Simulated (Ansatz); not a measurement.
Input file:

```yaml
crystal:
  periodic: [false, false, false]
  atoms:
    - {symbol: Si, position_ang: [0.000000, -0.050740, 0.000000]}
    - {symbol: H, position_ang: [0.000000, 0.706913, -1.278374]}
    - {symbol: H, position_ang: [0.000000, 0.706912, 1.278374]}
basis:
  gaussian: {orbitals: cc-pVTZ}
magnetization: {spin_polarized: true, initial_magnetization: 0}
correlation: {method: ccsd_t, electrons: outside_noble_gas}
output: {forces: true}
```

```sh
$ ansatz run in.yaml --threads 1 --pin off --events-out ev --progress --plain --max-ram 3328MiB --backend cpu
```

Log:

```
356 factors; integrals over basis functions are off by at most 4.8e-4 eV
mean field evaluation 1: about -7891.3035 eV, gradient 5.6e0 eV
mean field evaluation 2: about -7891.3050 eV, gradient 5.6e0 eV
mean field evaluation 4: about -7891.6757 eV, gradient 3.2e-1 eV
mean field evaluation 8: about -7891.6770 eV, gradient 4.2e-4 eV
mean field evaluation 16: about -7892.0448 eV, gradient 4.9e-3 eV
mean field evaluation 32: about -7891.6770 eV, gradient 5.9e-5 eV
mean field evaluation 64: about -7892.0241 eV, gradient 9.6e-1 eV
mean field evaluation 96: about -7892.0441 eV, gradient 1.3e-1 eV
mean field evaluation 128: about -7892.0233 eV, gradient 9.2e-1 eV
mean field evaluation 160: about -7891.6056 eV, gradient 2.3e0 eV
mean field evaluation 192: about -7891.2045 eV, gradient 1.9e-3 eV
mean field -7892.04480688 eV, -290.0272972328 hartree, gradient 1.7e-6 eV, S^2 0.690237; 9 other end points of the search recorded, 0 dependent functions left out
determinant -7892.04480688 eV, -290.0272972328 hartree, with singles and doubles -7895.38949458 eV, -290.1502122385 hartree
determinant -7891.20451496 eV, -289.9964170743 hartree, with singles and doubles -7894.67183234 eV, -290.1238386377 hartree
determinant -7891.67704551 eV, -290.0137822515 hartree, with singles and doubles -7895.50650821 eV, -290.1545124103 hartree
5 core orbitals not correlated: weight in the atoms' cores, before any rotation towards them, 1.000 or more for the frozen orbitals, at most 0.000 for the correlated occupied ones
reference -7892.04480688 eV, -290.0272972328 hartree; 3, 3 occupied and 54, 54 virtual orbitals, 356 factors
second order -2.54021740 eV of doubles, -0.00000000 eV of singles
cycle   1  -3.26649045 eV  change   -2.3e-1 eV  update   2.1e-2
cycle   2  -3.27324256 eV  change   -6.8e-3 eV  update   1.0e-2
cycle   3  -3.28047417 eV  change   -7.2e-3 eV  update   8.2e-3
cycle   4  -3.29479812 eV  change   -1.4e-2 eV  update   7.3e-3
cycle   5  -3.31556599 eV  change   -2.1e-2 eV  update   5.9e-3
cycle   6  -3.32669019 eV  change   -1.1e-2 eV  update   3.6e-3
cycle   7  -3.33147980 eV  change   -4.8e-3 eV  update   2.0e-3
cycle   8  -3.33323210 eV  change   -1.8e-3 eV  update   8.3e-4
cycle   9  -3.33359075 eV  change   -3.6e-4 eV  update   3.6e-4
cycle  10  -3.33336122 eV  change    2.3e-4 eV  update   1.4e-4
cycle  11  -3.33343943 eV  change   -7.8e-5 eV  update   6.7e-5
cycle  12  -3.33341629 eV  change    2.3e-5 eV  update   4.0e-5
cycle  13  -3.33340507 eV  change    1.1e-5 eV  update   2.7e-5
cycle  14  -3.33342397 eV  change   -1.9e-5 eV  update   1.8e-5
cycle  15  -3.33342657 eV  change   -2.6e-6 eV  update   8.3e-6
cycle  16  -3.33342038 eV  change    6.2e-6 eV  update   3.7e-6
cycle  17  -3.33341800 eV  change    2.4e-6 eV  update   1.1e-6
cycle  18  -3.33341633 eV  change    1.7e-6 eV  update   5.0e-7
perturbative correction -0.10092020 eV, -0.0037087489 hartree
the calculation of the forces begins
Total energy: -7895.47914342 eV, -290.1535067725 hartree
Atom 0 at     0.000000    -0.050740     0.000000 Å, force     0.000001    -2.658548    -0.000001 eV/Å
Atom 1 at     0.000000     0.706913    -1.278374 Å, force    -0.000000     1.329274     0.167884 eV/Å
Atom 2 at     0.000000     0.706912     1.278374 Å, force    -0.000000     1.329274    -0.167883 eV/Å
Dipole moment:    -0.000000     0.201051     0.000000 e Å
```

Forces (eV/Å):
```
Si   0.000 -2.659  0.000
H    0.000  1.329  0.168
H    0.000  1.329 -0.168
```

Ran on 1 thread of AMD EPYC 7R13, shared host: 4.5 s wall, 0.26 GiB peak host memory.
